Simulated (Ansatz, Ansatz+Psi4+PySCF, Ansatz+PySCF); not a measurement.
```xyz
3

C     0.0367    0.6087    0.0035
O     0.0466   -0.5791    0.0181
H    -0.8801    1.2003    0.0274
```

Basis set: cc-pVTZ (spherical functions). Left uncorrelated: 2 orbitals. Correlation on ROHF uses semicanonical orbitals with singles. Charge 0, multiplicity 2.

Computed with Ansatz (development build ahead of 0.2.0); each method stands on the lowest determinant of its kind that the runs found.

Question: Give the atomization energy at this shape (free ground-state atoms in the same class of orbitals less the molecule, no zero-point energy) of doublet CHO by ROHF-MP2, UHF-MP2.

Answer:

| method | atomization energy |
| --- | --- |
| ROHF-MP2 | 12.20 eV |
| UHF-MP2 | 12.15 eV |
